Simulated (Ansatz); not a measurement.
Results of r²SCAN in Ansatz (PAW) for bcc Rb.

Run with plane-wave cutoff 500 eV, 4×4×4 k mesh, Fermi–Dirac smearing 0.1 eV, cell of 54 sites, scalar-relativistic PAW data made under PBE.

Question: What does this level give for the vacancy formation energy and vacancy formation energy before relaxation?

Answer: 
vacancy formation energy: 0.32 eV
vacancy formation energy before relaxation: 0.37 eV

Measured, for comparison: vacancy formation energy 0.3 eV (not corrected to a static lattice, monovacancy; as tabulated in Riffe and Christensen (2024), arXiv:2406.09527). Computed (rounded) less measured: vacancy formation energy within the reference's last digit.

Note: energies are extrapolated to zero smearing, and mesh and cell size move such values by some hundredths of an eV or more.

The computed numbers hold no vibrational or temperature effects.

It cost very roughly 70 core-minutes of CPU time.

Ansatz is a first-principles code.
